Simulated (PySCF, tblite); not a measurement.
# C₂H₆NO+, a complex of two parts: NMR shifts, interaction energy, spin-spin couplings and electronic excitations, part 2 of 3

tblite 0.8.0 and PySCF 2.14.0. Atoms count from 0, parts from 1.

## 6. Counterpoise and decomposition: PBE0-D3(BJ)/def2-TZVPD

The job: settings as JSON, then the geometry in Å.

```
{"job": {"kind": "inter", "xc": "PBE0", "basis": "def2-TZVPD", "disp": "d3bj"}, "charge": 1, "multiplicity": 1, "parts": [{"atoms": "0-6", "charge": 1, "multiplicity": 1}, {"atoms": "7-9", "charge": 0, "multiplicity": 1}]}
C     -1.053196     0.230130     0.175101
C      0.208985    -0.388744    -0.121596
N      1.215524    -0.883966    -0.359192
H     -0.972531     1.316082     0.018077
H     -1.826022    -0.183333    -0.489952
H     -1.320485     0.026625     1.222786
H      2.204394    -1.363986    -0.584633
O      3.416680    -1.954478    -0.856262
H      4.181875    -1.947492    -0.270396
H      3.642656    -2.413996    -1.672734
```

Level: PBE0-D3(BJ)/def2-TZVPD interaction energy, counterpoise and uncorrected, gas phase.

Output:

```text
part 1, own basis, geometry of the cluster
coarse grid: 5720 points
cycle   1  E = -132.9343608105  dE =  5.652e-01  |g| = 2.597e-01  |ddm| = 2.240e+00
cycle   2  E = -132.9364264354  dE = -2.066e-03  |g| = 2.655e-01  |ddm| = 7.009e-01
cycle   3  E = -132.9483818862  dE = -1.196e-02  |g| = 1.203e-01  |ddm| = 1.865e-01
cycle   4  E = -132.9511385418  dE = -2.757e-03  |g| = 3.727e-02  |ddm| = 7.230e-02
cycle   5  E = -132.9514488239  dE = -3.103e-04  |g| = 4.006e-03  |ddm| = 2.851e-02
cycle   6  E = -132.9514520623  dE = -3.238e-06  |g| = 4.542e-04  |ddm| = 6.721e-03
final grid: 54896 points
cycle   7  E = -132.9438934763  dE = -2.737e-05  |g| = 4.479e-03  |ddm| = 8.402e-02
cycle   8  E = -132.9438933919  dE =  8.447e-08  |g| = 4.458e-03  |ddm| = 7.722e-03
cycle   9  E = -132.9438977752  dE = -4.383e-06  |g| = 1.393e-03  |ddm| = 4.079e-03
cycle  10  E = -132.9438981695  dE = -3.942e-07  |g| = 1.779e-04  |ddm| = 6.712e-04
cycle  11  E = -132.9438981752  dE = -5.725e-09  |g| = 5.037e-05  |ddm| = 1.417e-04
cycle  12  E = -132.9438981758  dE = -6.144e-10  |g| = 8.116e-06  |ddm| = 4.676e-05
converged SCF energy = -132.9438981758

part 2, own basis, geometry of the cluster
coarse grid: 2328 points
cycle   1  E = -76.3039317571  dE = -1.035e-02  |g| = 6.579e-01  |ddm| = 9.009e-01
cycle   2  E = -76.1871283236  dE =  1.168e-01  |g| = 1.037e+00  |ddm| = 7.262e-01
cycle   3  E = -76.3815736140  dE = -1.944e-01  |g| = 3.176e-02  |ddm| = 4.388e-01
cycle   4  E = -76.3817618956  dE = -1.883e-04  |g| = 5.842e-03  |ddm| = 1.626e-02
cycle   5  E = -76.3817669638  dE = -5.068e-06  |g| = 7.785e-04  |ddm| = 2.450e-03
final grid: 21952 points
cycle   6  E = -76.3803657665  dE = -1.501e-05  |g| = 3.211e-03  |ddm| = 7.983e-03
cycle   7  E = -76.3803641180  dE =  1.648e-06  |g| = 4.370e-03  |ddm| = 2.953e-03
cycle   8  E = -76.3803672566  dE = -3.139e-06  |g| = 2.647e-04  |ddm| = 1.822e-03
cycle   9  E = -76.3803672683  dE = -1.170e-08  |g| = 2.380e-05  |ddm| = 1.079e-04
cycle  10  E = -76.3803672684  dE = -1.083e-10  |g| = 3.171e-06  |ddm| = 1.351e-05
converged SCF energy = -76.3803672684

part 1, own basis, relaxed alone
coarse grid: 5720 points
cycle   1  E = -132.9425472958  dE =  6.224e-01  |g| = 2.715e-01  |ddm| = 2.281e+00
cycle   2  E = -132.9357481006  dE =  6.799e-03  |g| = 3.456e-01  |ddm| = 6.747e-01
cycle   3  E = -132.9575276147  dE = -2.178e-02  |g| = 1.194e-01  |ddm| = 2.103e-01
cycle   4  E = -132.9603326663  dE = -2.805e-03  |g| = 3.341e-02  |ddm| = 7.419e-02
cycle   5  E = -132.9605851104  dE = -2.524e-04  |g| = 3.849e-03  |ddm| = 2.841e-02
cycle   6  E = -132.9605880372  dE = -2.927e-06  |g| = 6.181e-04  |ddm| = 6.205e-03
final grid: 54896 points
cycle   7  E = -132.9525322331  dE = -2.675e-05  |g| = 4.880e-03  |ddm| = 9.720e-02
cycle   8  E = -132.9525328487  dE = -6.156e-07  |g| = 4.528e-03  |ddm| = 8.650e-03
cycle   9  E = -132.9525375031  dE = -4.654e-06  |g| = 1.139e-03  |ddm| = 4.331e-03
cycle  10  E = -132.9525377561  dE = -2.530e-07  |g| = 2.654e-04  |ddm| = 6.030e-04
cycle  11  E = -132.9525377698  dE = -1.370e-08  |g| = 5.913e-05  |ddm| = 1.718e-04
cycle  12  E = -132.9525377706  dE = -8.201e-10  |g| = 6.978e-06  |ddm| = 5.245e-05
converged SCF energy = -132.9525377706

part 2, own basis, relaxed alone
coarse grid: 2328 points
cycle   1  E = -76.3044298212  dE = -5.299e-03  |g| = 6.571e-01  |ddm| = 9.011e-01
cycle   2  E = -76.1882096536  dE =  1.162e-01  |g| = 1.036e+00  |ddm| = 7.256e-01
cycle   3  E = -76.3820300286  dE = -1.938e-01  |g| = 3.132e-02  |ddm| = 4.396e-01
cycle   4  E = -76.3822123337  dE = -1.823e-04  |g| = 5.864e-03  |ddm| = 1.606e-02
cycle   5  E = -76.3822174727  dE = -5.139e-06  |g| = 7.850e-04  |ddm| = 2.507e-03
final grid: 21952 points
cycle   6  E = -76.3808944412  dE = -1.510e-05  |g| = 3.446e-03  |ddm| = 9.294e-03
cycle   7  E = -76.3808924777  dE =  1.963e-06  |g| = 4.750e-03  |ddm| = 3.318e-03
cycle   8  E = -76.3808961897  dE = -3.712e-06  |g| = 2.518e-04  |ddm| = 1.964e-03
cycle   9  E = -76.3808962003  dE = -1.061e-08  |g| = 2.397e-05  |ddm| = 1.100e-04
cycle  10  E = -76.3808962005  dE = -1.116e-10  |g| = 3.292e-06  |ddm| = 1.513e-05
converged SCF energy = -76.3808962005

cluster
final grid: 76848 points
cycle   1  E = -209.3712141864  dE = -5.260e-02  |g| = 1.023e-01  |ddm| = 1.338e+00
cycle   2  E = -209.3717338748  dE = -5.197e-04  |g| = 1.015e-01  |ddm| = 2.436e-01
cycle   3  E = -209.3731759935  dE = -1.442e-03  |g| = 4.873e-02  |ddm| = 8.046e-02
cycle   4  E = -209.3736376570  dE = -4.617e-04  |g| = 1.150e-02  |ddm| = 3.013e-02
cycle   5  E = -209.3736604671  dE = -2.281e-05  |g| = 4.139e-03  |ddm| = 8.847e-03
cycle   6  E = -209.3736634890  dE = -3.022e-06  |g| = 4.515e-04  |ddm| = 3.106e-03
cycle   7  E = -209.3736635399  dE = -5.090e-08  |g| = 9.845e-05  |ddm| = 8.276e-04
cycle   8  E = -209.3736635422  dE = -2.298e-09  |g| = 2.117e-05  |ddm| = 1.361e-04
cycle   9  E = -209.3736635423  dE = -8.674e-11  |g| = 6.422e-06  |ddm| = 3.363e-05
converged SCF energy = -209.3736635423

part 1 in the basis of the cluster
final grid: 76848 points
cycle   1  E = -132.9440522042  dE = -1.553e-04  |g| = 7.574e-04  |ddm| = 9.981e-01
cycle   2  E = -132.9440523073  dE = -1.031e-07  |g| = 2.731e-04  |ddm| = 2.226e-02
cycle   3  E = -132.9440522743  dE =  3.305e-08  |g| = 4.867e-04  |ddm| = 5.907e-04
cycle   4  E = -132.9440523237  dE = -4.940e-08  |g| = 2.289e-05  |ddm| = 2.694e-04
cycle   5  E = -132.9440523238  dE = -1.097e-10  |g| = 4.608e-06  |ddm| = 2.763e-05
converged SCF energy = -132.9440523238

part 2 in the basis of the cluster
final grid: 76848 points
cycle   1  E = -76.3804815653  dE = -1.154e-04  |g| = 1.092e-03  |ddm| = 5.246e-01
cycle   2  E = -76.3804820016  dE = -4.363e-07  |g| = 4.884e-04  |ddm| = 3.075e-02
cycle   3  E = -76.3804820084  dE = -6.740e-09  |g| = 4.665e-04  |ddm| = 2.458e-03
cycle   4  E = -76.3804820444  dE = -3.602e-08  |g| = 2.867e-05  |ddm| = 6.414e-04
cycle   5  E = -76.3804820445  dE = -1.355e-10  |g| = 9.269e-07  |ddm| = 6.522e-05
converged SCF energy = -76.3804820445

Interaction energy (kcal/mol)
  counterpoise      -31.380
  uncorrected       -31.550
  dispersion part    -0.551
  deformation         5.764
  binding           -25.617

Decomposition of the uncorrected value (kcal/mol)
  electrostatic     -32.184
  Pauli              35.725
  orbital           -34.541
  dispersion         -0.551

Charge of each part in the cluster: 0.888 0.112
```

Wall time 15 s (1 thread of Intel Xeon 6975P-C, shared host); peak memory 0.64 GiB.

In short: -31.38 kcal/mol with counterpoise, basis-set superposition error 0.17.

## 7. Indirect couplings: B3LYP/pcJ-1

Same as in step 6 but for these lines:

```diff
@@ -1,2 +1,2 @@
-{"job": {"kind": "inter", "xc": "PBE0", "basis": "def2-TZVPD", "disp": "d3bj"}, "charge": 1, "multiplicity": 1, "parts": [{"atoms": "0-6", "charge": 1, "multiplicity": 1}, {"atoms": "7-9", "charge": 0, "multiplicity": 1}]}
+{"job": {"kind": "j", "xc": "B3LYP", "basis": "pcJ-1"}, "charge": 1, "multiplicity": 1, "parts": [{"atoms": "0-6", "charge": 1, "multiplicity": 1}, {"atoms": "7-9", "charge": 0, "multiplicity": 1}]}
 C     -1.053196     0.230130     0.175101
```

Level: B3LYP/pcJ-1 indirect spin-spin coupling, non-relativistic, gas phase.

Output:

```text
coarse grid: 8040 points
cycle   1  E = -209.4390668522  dE =  5.823e-01  |g| = 6.450e-01  |ddm| = 2.259e+00
cycle   2  E = -209.3403312074  dE =  9.874e-02  |g| = 9.814e-01  |ddm| = 8.321e-01
cycle   3  E = -209.5021171125  dE = -1.618e-01  |g| = 1.780e-01  |ddm| = 5.719e-01
cycle   4  E = -209.5077162918  dE = -5.599e-03  |g| = 7.778e-02  |ddm| = 1.179e-01
cycle   5  E = -209.5088643634  dE = -1.148e-03  |g| = 9.485e-03  |ddm| = 3.592e-02
cycle   6  E = -209.5088823085  dE = -1.795e-05  |g| = 2.887e-03  |ddm| = 6.967e-03
cycle   7  E = -209.5088841132  dE = -1.805e-06  |g| = 3.442e-04  |ddm| = 1.679e-03
final grid: 76848 points
cycle   8  E = -209.5479512709  dE = -9.010e-05  |g| = 4.339e-03  |ddm| = 1.473e-02
cycle   9  E = -209.5479498807  dE =  1.390e-06  |g| = 4.892e-03  |ddm| = 4.977e-03
cycle  10  E = -209.5479545849  dE = -4.704e-06  |g| = 1.392e-03  |ddm| = 2.947e-03
cycle  11  E = -209.5479548287  dE = -2.439e-07  |g| = 8.636e-04  |ddm| = 1.014e-03
cycle  12  E = -209.5479549727  dE = -1.440e-07  |g| = 1.449e-04  |ddm| = 4.235e-04
cycle  13  E = -209.5479549767  dE = -3.926e-09  |g| = 2.051e-05  |ddm| = 8.634e-05
cycle  14  E = -209.5479549767  dE = -7.293e-11  |g| = 7.771e-06  |ddm| = 1.612e-05
converged SCF energy = -209.5479549767

Indirect spin-spin couplings (Hz)
  i      j    bonds     total        FC       PSO       DSO        SD
  0 C    1 C    1     67.355    69.769    -2.668     0.183     0.070
  0 C    2 N    2     -0.390    -0.520     0.243     0.074    -0.187
  0 C    3 H    1    150.867   149.287     0.918     0.496     0.166
  0 C    4 H    1    150.688   149.106     0.921     0.497     0.165
  0 C    5 H    1    150.695   149.112     0.920     0.496     0.165
  0 C    6 H    3      1.999     1.617     0.760    -0.488     0.110
  0 C    7 O   99     -0.620    -0.576    -0.047     0.022    -0.019
  1 C    2 N    1    -58.466   -48.580    -2.786    -0.019    -7.081
  1 C    3 H    2     -9.510    -9.487    -0.034    -0.161     0.172
  1 C    4 H    2     -9.552    -9.536    -0.030    -0.160     0.174
  1 C    5 H    2     -9.513    -9.494    -0.032    -0.160     0.173
  1 C    6 H    2     40.947    35.046     6.460    -1.300     0.741
  1 C    7 O   99    -11.099   -10.424    -0.501     0.041    -0.215
  1 C    8 H   99      0.986     0.826     0.619    -0.409    -0.051
  1 C    9 H   99      0.988     0.826     0.624    -0.413    -0.050
  2 N    3 H    3     -2.688    -2.572    -0.349     0.208     0.025
  2 N    4 H    3     -2.637    -2.522    -0.347     0.208     0.025
  2 N    5 H    3     -2.676    -2.560    -0.348     0.208     0.024
  2 N    6 H    1   -110.060  -109.858     0.931    -0.432    -0.701
  2 N    7 O   99     35.802    35.707    -0.020     0.013     0.102
  2 N    8 H   99     -2.317    -2.284    -0.100     0.126    -0.059
  2 N    9 H   99     -2.345    -2.311    -0.100     0.127    -0.061
  3 H    4 H    2    -20.191   -20.172     2.998    -3.017         -
  3 H    5 H    2    -20.155   -20.137     2.999    -3.018         -
  3 H    6 H    4     -2.442    -2.425     1.407    -1.425         -
  3 H    7 O   99      0.603     0.590    -0.053     0.072    -0.006
  4 H    6 H    4     -2.460    -2.442     1.412    -1.430         -
  4 H    7 O   99      0.626     0.619    -0.058     0.072    -0.006
  5 H    6 H    4     -2.438    -2.419     1.405    -1.423         -
  5 H    7 O   99      0.609     0.599    -0.056     0.071    -0.006
  6 H    7 O   99    -13.774   -14.753     1.553    -0.588     0.013
  6 H    8 H   99      2.176     2.506     3.267    -3.597         -
  6 H    9 H   99      2.185     2.514     3.280    -3.609         -
  7 O    8 H    1   -108.243   -98.109    -9.918    -0.133    -0.083
  7 O    9 H    1   -108.313   -98.186    -9.911    -0.133    -0.083
  8 H    9 H    2     -5.053    -5.641     8.312    -7.724         -

== part 1 alone, relaxed ==
coarse grid: 5720 points
cycle   1  E = -133.0314134983  dE =  5.981e-01  |g| = 2.889e-01  |ddm| = 2.025e+00
cycle   2  E = -133.0155492767  dE =  1.586e-02  |g| = 4.113e-01  |ddm| = 4.242e-01
cycle   3  E = -133.0461086072  dE = -3.056e-02  |g| = 1.340e-01  |ddm| = 2.364e-01
cycle   4  E = -133.0496783004  dE = -3.570e-03  |g| = 3.781e-02  |ddm| = 8.275e-02
cycle   5  E = -133.0499962212  dE = -3.179e-04  |g| = 3.910e-03  |ddm| = 2.179e-02
cycle   6  E = -133.0499992615  dE = -3.040e-06  |g| = 5.654e-04  |ddm| = 2.357e-03
final grid: 54896 points
cycle   7  E = -133.0726326114  dE = -4.402e-05  |g| = 4.171e-03  |ddm| = 1.021e-02
cycle   8  E = -133.0726325838  dE =  2.763e-08  |g| = 4.146e-03  |ddm| = 4.925e-03
cycle   9  E = -133.0726366101  dE = -4.026e-06  |g| = 6.071e-04  |ddm| = 2.505e-03
cycle  10  E = -133.0726366030  dE =  7.086e-09  |g| = 6.448e-04  |ddm| = 5.692e-04
cycle  11  E = -133.0726366860  dE = -8.307e-08  |g| = 8.454e-05  |ddm| = 3.035e-04
cycle  12  E = -133.0726366877  dE = -1.688e-09  |g| = 5.194e-06  |ddm| = 5.500e-05
cycle  13  E = -133.0726366877  dE = -4.690e-12  |g| = 4.905e-07  |ddm| = 3.530e-06
converged SCF energy = -133.0726366877

Indirect spin-spin couplings (Hz)
  i      j    bonds     total        FC       PSO       DSO        SD
  0 C    1 C    1     66.377    69.235    -3.007     0.179    -0.030
  0 C    2 N    2     -1.452    -1.377     0.090     0.077    -0.241
  0 C    3 H    1    153.523   152.001     0.872     0.484     0.166
  0 C    4 H    1    153.521   151.999     0.872     0.484     0.166
  0 C    5 H    1    153.526   152.005     0.872     0.484     0.166
  0 C    6 H    3      2.598     2.216     0.994    -0.709     0.097
  1 C    2 N    1    -78.534   -67.323    -3.991    -0.019    -7.201
  1 C    3 H    2     -9.260    -9.201    -0.073    -0.173     0.188
  1 C    4 H    2     -9.259    -9.200    -0.073    -0.173     0.188
  1 C    5 H    2     -9.258    -9.199    -0.073    -0.173     0.188
  1 C    6 H    2     55.108    48.981     7.291    -1.861     0.697
  2 N    3 H    3     -2.970    -2.865    -0.342     0.216     0.021
  2 N    4 H    3     -2.970    -2.865    -0.342     0.216     0.021
  2 N    5 H    3     -2.970    -2.865    -0.342     0.216     0.021
  2 N    6 H    1   -163.244  -162.832     0.446    -0.199    -0.660
  3 H    4 H    2    -20.844   -20.998     3.017    -3.050     0.188
  3 H    5 H    2    -20.842   -20.996     3.017    -3.050     0.188
  3 H    6 H    4     -3.869    -3.771     1.970    -2.081     0.014
  4 H    6 H    4     -3.868    -3.770     1.970    -2.081     0.014
  5 H    6 H    4     -3.868    -3.770     1.970    -2.081     0.014

== part 2 alone, relaxed ==
coarse grid: 2328 points
cycle   1  E = -76.3259622898  dE =  1.318e-02  |g| = 7.132e-01  |ddm| = 9.769e-01
cycle   2  E = -76.2352266094  dE =  9.074e-02  |g| = 1.028e+00  |ddm| = 8.167e-01
cycle   3  E = -76.4127034216  dE = -1.775e-01  |g| = 2.629e-02  |ddm| = 4.964e-01
cycle   4  E = -76.4128106409  dE = -1.072e-04  |g| = 4.480e-03  |ddm| = 1.216e-02
cycle   5  E = -76.4128132371  dE = -2.596e-06  |g| = 3.966e-04  |ddm| = 1.733e-03
final grid: 21952 points
cycle   6  E = -76.4283542455  dE = -4.341e-05  |g| = 1.626e-03  |ddm| = 4.685e-03
cycle   7  E = -76.4283541865  dE =  5.905e-08  |g| = 1.301e-03  |ddm| = 1.051e-03
cycle   8  E = -76.4283544110  dE = -2.246e-07  |g| = 5.611e-04  |ddm| = 7.967e-04
cycle   9  E = -76.4283544578  dE = -4.676e-08  |g| = 6.015e-06  |ddm| = 2.350e-04
cycle  10  E = -76.4283544578  dE = -6.523e-12  |g| = 1.212e-06  |ddm| = 4.186e-06
converged SCF energy = -76.4283544578

Indirect spin-spin couplings (Hz)
  i      j    bonds     total        FC       PSO       DSO        SD
  0 O    1 H    1    -70.330   -56.724   -13.254    -0.065    -0.286
  0 O    2 H    1    -70.331   -56.726   -13.254    -0.065    -0.286
  1 H    2 H    2     -7.380    -9.756     8.752    -7.197     0.820
```

It took 12 s on 1 thread of Intel Xeon 6975P-C, shared host; peak memory 0.73 GiB.

Beyond four bonds or across contacts, the largest of 1 Hz or more: N2–O7 35.8 Hz, H6–O7 -13.8 Hz, C1–O7 -11.1 Hz, N2–H9 -2.3 Hz.

Couplings of 1 Hz or more over one to four bonds, nine at most for each number, with means over like pairs (isotopes 13C, 1H, 15N, 17O):

```tsv
pair	bonds	J (Hz)	Fermi contact (Hz)
C0–H3	1	150.9	149.3
C0–H4	1	150.7	149.1
N2–H6	1	-110.1	-109.9
O7–H9	1	-108.3	-98.2
O7–H8	1	-108.2	-98.1
C0–C1	1	67.4	69.8
C1–N2	1	-58.5	-48.6
C1–H6	2	40.9	35.0
H3–H4	2	-20.2	-20.2
C1–H4	2	-9.5	-9.5
C1–H3	2	-9.5	-9.5
H8–H9	2	-5.1	-5.6
N2–H3	3	-2.7	-2.6
N2–H4	3	-2.7	-2.5
C0–H6	3	2.0	1.6
H4–H6	4	-2.4	-2.4
H3–H6	4	-2.4	-2.4
```

The spin-dipole term was solved for some atoms only; pairs without it lack that part.

Quadrupole couplings from the field gradients of the same density:

```tsv
atom	isotope	eQq/h (MHz)	η
O7	17O	11.9	0.56
N2	14N	-1.120	0.01
```

What binding changes (parts relaxed alone, same level, their own basis):

```tsv
pair	alone (Hz)	in the cluster	change (Hz)
N2–H6	-163.2	-110.1	+53.2
O7–H9	-70.3	-108.3	-38.0
O7–H8	-70.3	-108.2	-37.9
C1–N2	-78.5	-58.5	+20.1
C1–H6	55.1	40.9	-14.2
C0–H4	153.5	150.7	-2.8
```

(Part 2 of 3 ends here.)
